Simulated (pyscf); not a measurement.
Single points on ωB97X-D3(BJ)/def2-SVP structures (PySCF, gas phase). MP2 and CC: frozen core, UHF for open shells. ΔMP2 is the change of the MP2 total energy from the triple- to the quadruple-zeta basis.

Task: For `[F][C]1([F])[CH2][CH2]1` → `[F][C][F]` [singlet] + `[CH2]=[CH2]`, a cycloreversion (singlet surface; C–C, C–C broken, none formed), PBE/def2-TZVP gives ΔE‡ = 2.47 eV and ΔE = +2.36 eV (zero: the reactant's lowest minimum found). In which direction and how far do PBE0-D3(BJ)/def2-TZVP, ωB97M-D3(BJ)/def2-TZVP, CCSD(T)/def2-TZVPP + ΔMP2(QZVPP) move these?

Result: PBE0-D3(BJ): ΔE‡ = 2.85 eV, ΔE = +2.61 eV; ωB97M-D3(BJ): ΔE‡ = 2.83 eV, ΔE = +2.17 eV; CCSD(T): ΔE‡ = 2.59 eV, ΔE = +2.16 eV. PBE's barrier lies under all of them, by 0.12 to 0.39 eV. Its reaction energy lies among theirs. Low barriers are usual for a GGA, whose delocalisation error favours stretched bonds. cyclic C₃H₄F₂ (SMILES FC1(F)CC1) lies 0.39 eV over its isomer H₂C=CH–CH(F)–F, and others may lie lower still (electronic energy, ωB97M-D3(BJ)). This is the saddle that the search found; another between the same sides may lie lower. A restricted solution here is unstable towards spin polarisation, so biradical character is likely and single-reference numbers are less safe. The CCSD(T) − MP2 part came from Ansatz, without density fitting, on the same reference.
